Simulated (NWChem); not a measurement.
# Correlation energy of C2H3

```xyz
5

C      0.2486     0.6847     0.0000
C     -0.1175    -0.5818     0.0000
H     -0.2181     1.6789     0.0000
H     -1.1865    -0.8878     0.0000
H      0.6179    -1.4084     0.0000
```
Charge 0, spin multiplicity 2.

The numbers come from NWChem runs, not from measurements. Structure: optimised with UPBE/def2-SVP, a minimum by its harmonic frequencies.

Basis set: cc-pVDZ. Each correlation energy counts from its own Hartree-Fock reference.

The correlated methods keep 2 core orbitals frozen. The structure started from a generated list of species. The unpaired electrons of the parent sit in orbitals of symmetry a' (Cs labels of the run); other states weren't searched. No SCF solution was tested for a lower state. Open-shell Hartree-Fock references start from PBE0 orbitals. Coupled-cluster values serve here as a point of comparison, not as the truth.

```csv
method,correlation energy (mHa),remark
SCS-UMP2,___,spin-contaminated
CCSD(T) on UHF,-277.8,spin-contaminated
CCSD[T] on UHF,-278.5,spin-contaminated
CCSD(T) on ROHF,-287.2,-
CCSD[T] on ROHF,-287.6,-
UMP2,-229.7,spin-contaminated
CCSD on UHF,-268.8,spin-contaminated
URI-MP2,-229.7,spin-contaminated
CCSD on ROHF,___,-
```

Problem. What belongs in the gaps?

Solution. 
- SCS-UMP2, correlation energy (mHa): -228.7
- CCSD on ROHF, correlation energy (mHa): -277.6
